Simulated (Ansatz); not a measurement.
# BSiH₃+ (doublet): wave-function methods side by side, cc-pVDZ

One table from this session's results is given with a row withheld; the runs are named, their logs left out.

Method: cc-pVDZ, core rule «outside noble gas», up to 6 orbitals frozen; program: Ansatz 0.2.0, Gaussian basis.

To be run: UHF; CCSD(T) on ROHF; CCSD(T) on UHF; BCCD(T) on ROHF; CISD; CCSDT(Q) on ROHF; CCSDT(Q) on UHF; CASSCF and NEVPT2, 9 electrons in 11 orbitals.

29 further runs of the same task are left out: 2 for a known fault of the program, 8 that didn't finish, 19 set aside as unsound or not needed.

### The system

The geometry is a PBE0/def2-TZVP stationary point (not a proven minimum) of the parent state, kept for this charge and spin.

5 atoms, charge 1, spin multiplicity 2.

Atoms are counted from 1 here; the program's logs count them from 0.

Bond lengths: Si1–B2 1.879 Å, Si1–H3 1.491 Å, Si1–H4 1.482 Å, B2–H5 1.185 Å. Angles: B2–Si1–H3 128.9°, B2–Si1–H4 121.6°, H3–Si1–H4 109.4°, Si1–B2–H5 143.8°.

The first run:

in.yaml

```yaml
crystal:
  periodic: [false, false, false]
  atoms:
    - {symbol: Si, position_ang: [0.000000, 0.028764, 0.511008]}
    - {symbol: B, position_ang: [0.000000, -0.129527, -1.361590]}
    - {symbol: H, position_ang: [0.000000, 1.263163, 1.346633]}
    - {symbol: H, position_ang: [0.000000, -1.163262, 1.392206]}
    - {symbol: H, position_ang: [0.000000, 0.487893, -2.373513]}
basis:
  gaussian: {orbitals: cc-pVDZ}
total_charge: 1
magnetization: {spin_polarized: true, initial_magnetization: 1}
hamiltonian: {xc: hf}
output: {orbitals: {seedname: orbitals}}
```

Command:

```console
$ ansatz run in.yaml --threads 1 --pin off --events-out ev --progress --plain --max-ram 2393MiB
```

Steps of the session up to this table: UHF; CCSD(T) on ROHF; CCSD(T) on UHF; BCCD(T) on ROHF; CISD; CCSDT(Q) on ROHF; CCSDT(Q) on UHF; CASSCF and NEVPT2, 9 electrons in 11 orbitals.

One of the session's tables, all rows but one given; the rest of the session is left out.

It belongs to the step «Misses and costs». 

| method | from UCCSDT(Q) (kJ/mol) |
| --- | --- |
| ROHF | +475.0 |
| UHF | +469.3 |
| RMP2 | +113.4 |
| UMP2 | +113.8 |
| CISD | ? |
| RCCSD | +15.4 |
| UCCSD | +15.3 |
| RCCSD(T) | +3.7 |
| UCCSD(T) | +3.7 |
| BCCD(T) | +3.7 |
| RCCSDT | +0.5 |
| UCCSDT | +0.5 |
| RCCSDT(Q) | 0.0 |
| UCCSDT(Q) | 0 |
| CASSCF valence | +252.3 |
| NEVPT2 valence | +73.4 |

Estimate the missing values for CISD.

As computed: from UCCSDT(Q) (kJ/mol): +44.6. In the column «from UCCSDT(Q) (kJ/mol)» it lies between RCCSD (+15.4) and NEVPT2 valence (+73.4).

To keep in mind: Restricted and unrestricted rows rest on different reference determinants; where their highest levels disagree by more than a few hundredths of an eV, they describe different states and don't form one ladder.
